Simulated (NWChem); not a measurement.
Molecule: tetrafluoromethane (CF₄); SMILES FC(F)(F)F

```xyz
5

F     -0.7204    -0.7043    -0.8461
C      0.0000     0.0000     0.0000
F      1.1641    -0.5864     0.1788
F      0.1876     1.2089    -0.4841
F     -0.6313     0.0818     1.1514
```
Atoms are numbered in this order, from 1.

Computed with NWChem. Coordinates come from a PBE0/def2-SVP optimisation. B3LYP is NWChem's, with the RPA form of VWN correlation.

### Question
Predict the results for B3LYP/def2-SVP. Quantities: highest occupied level (eV); orbital gap (eV).

### Answer
- highest occupied level (eV) = -11.99
- orbital gap (eV) = 16.87
